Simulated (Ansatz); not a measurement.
Mulliken charges of `C=CC(=N)F` from PBE/def2-TZVPP in Ansatz (PBE0-D4/def2-TZVP geometry).

| atom | x (Å) | y (Å) | z (Å) | charge (e) |
| --- | --- | --- | --- | --- |
| C1 | -0.025 | 0.153 | -1.566 | -0.158 |
| C2 | 0.150 | -0.510 | -0.429 | -0.121 |
| C3 | -0.020 | 0.085 | 0.890 | 0.163 |
| N4 | 0.143 | -0.534 | 1.965 | -0.225 |
| F5 | -0.376 | 1.388 | 0.855 | -0.156 |
| H6 | 0.115 | -0.336 | -2.522 | 0.108 |
| H7 | -0.310 | 1.198 | -1.573 | 0.106 |
| H8 | 0.435 | -1.554 | -0.409 | 0.117 |
| H9 | -0.025 | 0.063 | 2.772 | 0.166 |

Question: By hand: the dipole of these point charges (1 e Å = 4.8032 D).

Answer: Σ q r = (0.035, -0.126, -0.158) e Å, of length 0.205 e Å = 0.98 D.

Question: How does the dipole of the full density compare? (Estimate.)

Answer: Computed: (-0.024, 0.094, -0.249) e Å, 1.28 D; the point charges give 0.77 times that, at 61° from its direction.

Point charges leave out the atoms' own dipoles, such as those of lone pairs, and Mulliken's split depends on the basis, so the two needn't agree.
